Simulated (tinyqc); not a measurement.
Worked calculation: RKS/LDA (VWN5) in the sto-3g basis, for LiH, spin multiplicity 1. One step of it, computed by the program tinyqc.

Problem. Iteration 1: building the Kohn-Sham matrix. J_ij = sum D_kl (ij|kl); F = H + J + V_xc; E = tr D H + tr D J / 2 + E_xc + E_nn.

D at the start, lower triangle:
```
            1Li 1s    1Li 2s   1Li 2px   1Li 2py   1Li 2pz     2H 1s
1Li 1s    2.044891
1Li 2s   -0.122190  0.227576
1Li 2px   0.000000  0.000000  0.000000
1Li 2py   0.000000  0.000000  0.000000  0.000000
1Li 2pz  -0.071129  0.232259  0.000000  0.000000  0.238488
2H 1s    -0.126111  0.428474  0.000000  0.000000  0.440103  0.812176
```

core Hamiltonian H = T + V (hartree), lower triangle:
```
            1Li 1s     1Li 2s    1Li 2px    1Li 2py    1Li 2pz      2H 1s
1Li 1s   -4.716463
1Li 2s   -1.059420  -1.384439
1Li 2px   0.000000   0.000000  -1.126209
1Li 2py   0.000000   0.000000   0.000000  -1.126209
1Li 2pz  -0.014181  -0.116216   0.000000   0.000000  -1.219242
2H 1s    -0.240091  -0.629943   0.000000   0.000000  -0.784594  -1.396178
```

Two-electron integrals (ij|kl) in chemists' order, unique and non-zero (hartree):
```
(11|11) 1.680395   (21|11) 0.265420   (21|21) 0.049941   (22|11) 0.397727
(22|21) 0.092860   (22|22) 0.290562   (31|31) 0.008981   (32|31) 0.013788
(32|32) 0.064184   (33|11) 0.396640   (33|21) 0.092880   (33|22) 0.290497
(33|33) 0.312946   (41|41) 0.008981   (42|41) 0.013788   (42|42) 0.064184
(43|43) 0.016869   (44|11) 0.396640   (44|21) 0.092880   (44|22) 0.290497
(44|33) 0.279207   (44|44) 0.312946   (51|51) 0.008981   (52|51) 0.013788
(52|52) 0.064184   (53|53) 0.016869   (54|54) 0.016869   (55|11) 0.396640
(55|21) 0.092880   (55|22) 0.290497   (55|33) 0.279207   (55|44) 0.279207
(55|55) 0.312946   (61|11) 0.056665   (61|21) 0.010721   (61|22) 0.020319
(61|33) 0.020081   (61|44) 0.020081   (61|51) 0.001274   (61|52) 0.002478
(61|55) 0.020803   (61|61) 0.002517   (62|11) 0.134729   (62|21) 0.031842
(62|22) 0.105537   (62|33) 0.100065   (62|44) 0.100065   (62|51) 0.005160
(62|52) 0.031465   (62|55) 0.116372   (62|61) 0.008173   (62|62) 0.063955
(63|31) 0.002531   (63|32) 0.011831   (63|53) 0.004824   (63|63) 0.004527
(64|41) 0.002531   (64|42) 0.011831   (64|54) 0.004824   (64|64) 0.004527
(65|11) 0.167406   (65|21) 0.039975   (65|22) 0.137444   (65|33) 0.128133
(65|44) 0.128133   (65|51) 0.007999   (65|52) 0.048201   (65|55) 0.155909
(65|61) 0.010662   (65|62) 0.091134   (65|65) 0.131641   (66|11) 0.309629
(66|21) 0.074433   (66|22) 0.271124   (66|33) 0.247376   (66|44) 0.247376
(66|51) 0.013645   (66|52) 0.102168   (66|55) 0.318338   (66|61) 0.019904
(66|62) 0.205687   (66|65) 0.304285   (66|66) 0.774606
```

nuclear repulsion = 0.93110360 hartree

V_xc (hartree), lower triangle:
```
            1Li 1s     1Li 2s    1Li 2px    1Li 2py    1Li 2pz      2H 1s
1Li 1s   -1.043277
1Li 2s   -0.137662  -0.159386
1Li 2px   0.000000   0.000000  -0.143375
1Li 2py   0.000000   0.000000   0.000000  -0.143375
1Li 2pz  -0.005421  -0.073112   0.000000   0.000000  -0.187337
2H 1s    -0.031148  -0.119859   0.000000   0.000000  -0.172783  -0.441820
```

E_xc = sum of w rho eps_xc = -2.14849085 hartree

Give: Coulomb J; Kohn-Sham matrix F; total energy of this density.

Solution.

Coulomb J (hartree), lower triangle:
```
         1Li 1s  1Li 2s  1Li 2px  1Li 2py  1Li 2pz  2H 1s
1Li 1s    4.056
1Li 2s    0.694   1.353
1Li 2px   0.000   0.000    1.315
1Li 2py   0.000   0.000    0.000    1.315
1Li 2pz   0.027   0.180    0.000    0.000    1.419
2H 1s     0.156   0.633    0.000    0.000    0.861  1.866
```

Kohn-Sham matrix F (hartree), lower triangle:
```
         1Li 1s  1Li 2s  1Li 2px  1Li 2py  1Li 2pz  2H 1s
1Li 1s   -1.703
1Li 2s   -0.503  -0.191
1Li 2px   0.000   0.000    0.046
1Li 2py   0.000   0.000    0.000    0.046
1Li 2pz   0.008  -0.010    0.000    0.000    0.013
2H 1s    -0.116  -0.116    0.000    0.000   -0.097  0.028
```

total energy of this density = -7.75072 hartree
